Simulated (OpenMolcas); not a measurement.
# [SiH3]+ (SMILES [SiH3+]) at 6 levels

Wanted: a comparison of 6 runs (B3LYP/6-31G, M06-2X/6-31G, UB3LYP/6-31G, MP2/6-31G, ACPF/6-31G, CCSD(T)/6-31G) of [SiH3]+. 

The results are computed with OpenMolcas 26.06.

1 further run of the same task is left out (set aside as unsound or not needed).

## (1) The system as given

The species is [SiH3]+ (4 atoms), meant as a singlet with charge +1. As SMILES, `[SiH3+]`. The Si1–H4 distance was set to 1.840 Å, away from the relaxed value.

Bond lengths: Si1–H2 1.472 Å, Si1–H3 1.472 Å. Angles: H2–Si1–H3 120.0°. A long bond or contact: Si1–H4 1.840 Å.

## (2) The energy at B3LYP/6-31G (run 1)

test.inp

```
* H3Si Kohn-Sham DFT

&GATEWAY
 BASLIB=$CurrDir
 COORD
 4
 bohr
 Si     0.26856977    -0.37401270     0.52112221
 H      1.56662264     0.90230832     2.62438739
 H      0.04482619    -3.14661887     0.50241393
 H     -1.07430930     1.49609617    -2.08455689
 BASIS=6-31G
 GROUP=NoSym

&SEWARD
 GRIDINPUT
 Grid=UltraFine
 End of Grid

&SCF
 CHARGE=1
 KSDFT=B3LYP
 THRESHOLDS=1e-10 1e-07 1e-07 1e-05
 PRORBITALS=1 1
```

The basis set 6-31G is read from a file made from the Basis Set Exchange's data (not shown).

Launch:

```
$ export MOLCAS_MEM=1860
$ pymolcas test.inp > test.log
```

The program printed:

```text
--- Start Module: gateway ---
[...]
--- Stop Module: gateway /rc=_RC_ALL_IS_WELL_ ---
--- Start Module: seward ---
[...]
      Basis functions           19
--- Stop Module: seward /rc=_RC_ALL_IS_WELL_ ---
--- Start Module: scf ---
[...]
       Convergence after  12 Iterations
[...]
::    Total KS-DFT energy                            -290.8794656582
[...]
      Total spin, S                                     0.0000000000
[...]
      Total electronic charge=   16.000000
      Total            charge=    1.000000
[...]
      Dipole Moment (debye):
      Origin of the operator (angstrom)=    0.1375   -0.1915    0.2668
                   X= -1.1609E-02               Y=  1.6223E-02               Z= -2.2528E-02           Total=  3.0091E-02
      Center of Charge (angstrom)
[...]
--- Stop Module: scf /rc=_RC_ALL_IS_WELL_ ---
[...]
```

Run time: 4.5 s. Hardware: 1 thread of Arm Neoverse V1, shared host; peak memory 0.37 GiB.

## (3) A single-point energy at M06-2X/6-31G (run 2)

test.input

```
&GATEWAY
  BASLIB=$CurrDir
  COORD
  4
  bohr
  Si     0.26856977    -0.37401270     0.52112221
  H      1.56662264     0.90230832     2.62438739
  H      0.04482619    -3.14661887     0.50241393
  H     -1.07430930     1.49609617    -2.08455689
  BASIS=6-31G
  GROUP=NoSym

&SEWARD
  GRIDINPUT
  Grid=UltraFine
  End of Grid

&SCF
  CHARGE=1
  KSDFT=M062X
  THRESHOLDS=1e-10 1e-07 1e-07 1e-05
  PRORBITALS=1 1
```

The basis set 6-31G is read from a file made from the Basis Set Exchange's data (not shown).

Launch:

```
$ export MOLCAS_MEM=1860
$ pymolcas test.input > test.log
```

The program printed:

```text
--- Start Module: gateway ---
[...]
--- Stop Module: gateway /rc=_RC_ALL_IS_WELL_ ---
--- Start Module: seward ---
[...]
      Basis functions           19
--- Stop Module: seward /rc=_RC_ALL_IS_WELL_ ---
--- Start Module: scf ---
[...]
       Convergence after  12 Iterations
[...]
::    Total KS-DFT energy                            -290.8195877483
[...]
      Total spin, S                                     0.0000000000
[...]
      Total electronic charge=   16.000000
      Total            charge=    1.000000
[...]
      Dipole Moment (debye):
      Origin of the operator (angstrom)=    0.1375   -0.1915    0.2668
                   X= -2.1326E-02               Y=  2.9757E-02               Z= -4.1383E-02           Total=  5.5253E-02
      Center of Charge (angstrom)
[...]
--- Stop Module: scf /rc=_RC_ALL_IS_WELL_ ---
[...]
```

Wall time 4.8 s (1 thread of Arm Neoverse V1, shared host); peak memory 0.37 GiB.

Runs 3 to 4 aren't shown in full; the table further down has their settings and results.

## (4) The energy at ACPF/6-31G (run 5)

test.inp

```
&GATEWAY
  BasLib=$CurrDir
  Coord
  4
  bohr
  Si     0.26856977    -0.37401270     0.52112221
  H      1.56662264     0.90230832     2.62438739
  H      0.04482619    -3.14661887     0.50241393
  H     -1.07430930     1.49609617    -2.08455689
  Basis=6-31G
  Group=NoSym

&SEWARD

&SCF
  Charge=1
  Thresholds=1e-10 1e-07 1e-07 1e-05
  PrOrbitals=1 1

&MOTRA
  Frozen=5

&GUGA
  Electrons=6
  Spin=1
  Inactive=3
  Active=0
  CIAll=1

&CPF
  ACPF
```

The basis set 6-31G is read from a file made from the Basis Set Exchange's data (not shown).

Launch:

```
$ export MOLCAS_MEM=1860
$ pymolcas test.inp > test.log
```

The program printed:

```text
--- Start Module: gateway ---
[...]
--- Stop Module: gateway /rc=_RC_ALL_IS_WELL_ ---
[...]
      Basis functions           19
[...]
       Convergence after  11 Iterations
[...]
::    Total SCF energy                               -290.2545353129
[...]
      Total spin, S                                     0.0000000000
[...]
      *** WARNING: Default frozen orbitals is overwritten by user input.
      *** Default values:   2
[...]
--- Start Module: guga ---
[...]
--- Stop Module: guga /rc=_RC_ALL_IS_WELL_ ---
--- Start Module: cpf ---
[...]
      Active orbitals                            0       0
[...]
      Spin quantum number                      0.0
[...]
     FINAL ACPF ENERGY        -290.32881059
     FINAL CORRELATION ENERGY   -0.07427528  REFERENCE ENERGY    -290.25453531
[...]
      Title:  ACPF natural orbitals
[...]
      Total electronic charge=   16.000000
      Total            charge=    1.000000
[...]
      Dipole Moment (debye):
      Origin of the operator (angstrom)=    0.1375   -0.1915    0.2668
                   X=  8.5706E-03               Y= -1.1878E-02               Z=  1.6629E-02           Total=  2.2160E-02
      Quadrupole Moment (debye*angstrom):
[...]
--- Stop Module: cpf /rc=_RC_ALL_IS_WELL_ ---
[...]
```

Run time: 1.7 s. Hardware: 1 thread of Arm Neoverse V1, shared host; peak memory 0.37 GiB.

## (5) A single-point energy at CCSD(T)/6-31G (run 6)

Edit test.inp of step 4 so:

```diff
@@ -1 +1,3 @@
+* H3Si CCSD(T)
+
 &GATEWAY
@@ -19,13 +21,20 @@
 
+&RASSCF
+  FileOrb=$Project.ScfOrb
+  Spin=1
+  Nactel=0 0 0
+  Inactive=8
+  Ras2=0
+  OutOrbitals=Canonical
+  OrbListing=Nothing
+
 &MOTRA
+  JobIph
   Frozen=5
 
-&GUGA
-  Electrons=6
-  Spin=1
-  Inactive=3
-  Active=0
-  CIAll=1
-
-&CPF
-  ACPF
+&CCSDT
+  CCT
+  Triples=2
+  Iterations=80
+  Accuracy=1e-08
+  Extrapolation=5 4
```

The basis set 6-31G is read from a file made from the Basis Set Exchange's data (not shown).

Launch:

```
$ export MOLCAS_MEM=1860
$ pymolcas test.inp > test.log
```

The program printed:

```text
--- Start Module: gateway ---
[...]
--- Stop Module: gateway /rc=_RC_ALL_IS_WELL_ ---
[...]
      Basis functions           19
[...]
       Convergence after  11 Iterations
[...]
::    Total SCF energy                               -290.2545353129
[...]
      Total spin, S                                     0.0000000000
[...]
      Number of active orbitals                  0
[...]
      Spin quantum number                      0.0
[...]
      Active orbitals                            0
[...]
      Number of CSFs                             1
[...]
      Number of root(s) required                 1
[...]
      Convergence after  4 iterations
[...]
      Natural orbitals and occupation numbers for root  1
      ************************************************************************************************************************
      *                                                    Final results                                                     *
      ************************************************************************************************************************
[...]
::    RASSCF root number  1 Total energy:   -290.25453531
[...]
      Total electronic charge=   16.000000
      Total            charge=    1.000000
[...]
      Dipole Moment (debye):
      Origin of the operator (angstrom)=    0.1375   -0.1915    0.2668
                   X= -5.6285E-03               Y=  7.9172E-03               Z= -1.0923E-02           Total=  1.4617E-02
      Center of Charge (angstrom)
[...]
--- Start Module: motra ---
[...]
--- Stop Module: motra /rc=_RC_ALL_IS_WELL_ ---
--- Start Module: ccsdt ---
[...]
      Convergence after                    14  Iterations
      Total energy (diff) :    -290.32810161      -0.00000000
[...]
 METHOD                       : CCSD+T(CCSD)+<T3(1)WT1> = CCSD(T)
[...]
       CCSD     =      -290.3281016118544
[...]
```

Run time: 2.1 s. Hardware: 1 thread of Arm Neoverse V1, shared host; peak memory 0.37 GiB.

## (6) The series

```tsv
run	level	scramble	integration grid	energy (Eh)	HOMO energy (eV)	LUMO energy (eV)	HOMO–LUMO gap (eV)	wall time
1	B3LYP/6-31G	–	UltraFine	-290.879466	-16.41	-10.61	5.79	4.5 s
2	M06-2X/6-31G	–	UltraFine	-290.819588	-17.61	-9.42	8.19	4.8 s
3	UB3LYP/6-31G	0.25	UltraFine	-290.879466	-16.41	-10.61	5.79	6.6 s
4	MP2/6-31G	–	–	-290.305507	-19.29	-6.84	12.45	1.6 s
5	ACPF/6-31G	–	–	-290.328811	-19.29	-6.84	12.45	1.7 s
6	CCSD(T)/6-31G	–	–	-290.329015	-19.29	-6.84	12.45	2.1 s
```

## (7) Outcome

```
                                          quantity          value
                               run 6: total energy  -290.32902 Eh
        run 6: HOMO energy (Hartree–Fock orbitals)      -19.29 eV
        run 6: LUMO energy (Hartree–Fock orbitals)       -6.84 eV
      run 6: HOMO–LUMO gap (Hartree–Fock orbitals)       12.45 eV
run 6: correlation energy (5 core orbitals frozen)      -74.5 mEh
                             run 6: (T) correction      -0.91 mEh
```

Over runs 1, 2, 3 the HOMO–LUMO gap runs from 5.79 eV (B3LYP/6-31G) to 8.19 eV (M06-2X/6-31G). Totals of different functionals can't be ranked against each other. All runs together took 21 s, the longest 6.6 s.
